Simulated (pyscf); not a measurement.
Single points on ωB97X-D3(BJ)/def2-SVP structures (PySCF, gas phase).

Question: Estimate the classical barrier height and the reaction energy of `[SiH3+]` + `[FH]` -> `[F][SiH2+]` + `[H][H]` at ωB97M-D3(BJ)/def2-TZVP. The step runs on the singlet surface, breaks H–Si, F–H and forms F–Si, H–H; take the separated reactants as zero.

Answer: ΔE‡ = -19.3 kJ/mol, ΔE = -103.2 kJ/mol. Zero-point energy shifts the barrier by +6.6 kJ/mol. It is a four-centre exchange, with an imaginary mode of 1479i cm⁻¹. On the reactant side the descent ends in an adduct with a F–Si contact, 138.4 kJ/mol under the separated species and 119.4 kJ/mol under the saddle at ωB97X-D3(BJ)/def2-TZVP. On the product side the descent ends in a bound adduct, 56.5 kJ/mol under the separated species and 138.4 kJ/mol under the saddle at ωB97X-D3(BJ)/def2-TZVP. At ωB97M-D3(BJ) the saddle lies under the separated reactants, which points to a path from their complex (located at ωB97X-D3(BJ) alone). What is counted as formed (F–Si) is already present as a longer contact in the reactant adduct; forming that adduct is a step of its own. One saddle was located; it need not be the lowest between these sides.
